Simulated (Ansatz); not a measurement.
## Ansatz (development build ahead of 0.2.0) run

```yaml
crystal:
  periodic: [false, false, false]
  atoms:
    - { symbol: O, position_ang: [0.00177, -0.34367, -1.92389] }
    - { symbol: H, position_ang: [-0.00431, -0.43985, -0.92406] }
    - { symbol: Cl, position_ang: [-0.00738, 0.14892, 1.07556] }
    - { symbol: H, position_ang: [-0.00793, 0.62122, -1.93409] }
basis:
  gaussian: { orbitals: cc-pVTZ }
total_charge: -1
hamiltonian:
  xc: hf
correlation:
  method: mp2
  frozen_orbitals: { Cl: 5, H: 0, O: 1 }
```

The input is written out in the form of the current development build from the run's settings.

The run gave:

```json
{
 "Converged": "yes",
 "Reference energy": "-535.63939 hartree",
 "Correlation energy": "-0.46717 hartree",
 "Total energy": "-536.10656 hartree",
 "Spin squared of the determinant": "0.000"
}
```

Caution: no diffuse functions for an anion.
